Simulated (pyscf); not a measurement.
Single points on ωB97X-D3(BJ)/def2-SVP structures (PySCF, gas phase).

Problem. How much does it cost (ΔH, 298 K, ωB97M-D3(BJ)/def2-TZVP) to split H₂Ga–GaH–AsH₂ (SMILES [GaH2][GaH][AsH2]) at its As–H bond into H₂Ga–GaH–AsH• + H•?

Solution. As–H to H₂Ga–GaH–AsH• + H•: 73.7 kcal/mol. The 7 functionals that were run give +70.0 (M06-2X) to +74.8 kcal/mol (ωB97X-D3(BJ)). The radicals are drawn with the spin at the cut bond; how far it spreads was not checked. Other isomers of H₂Ga–GaH–AsH• were not searched in full and may lie lower. Elements up to Kr have no core potential and no relativistic terms here.
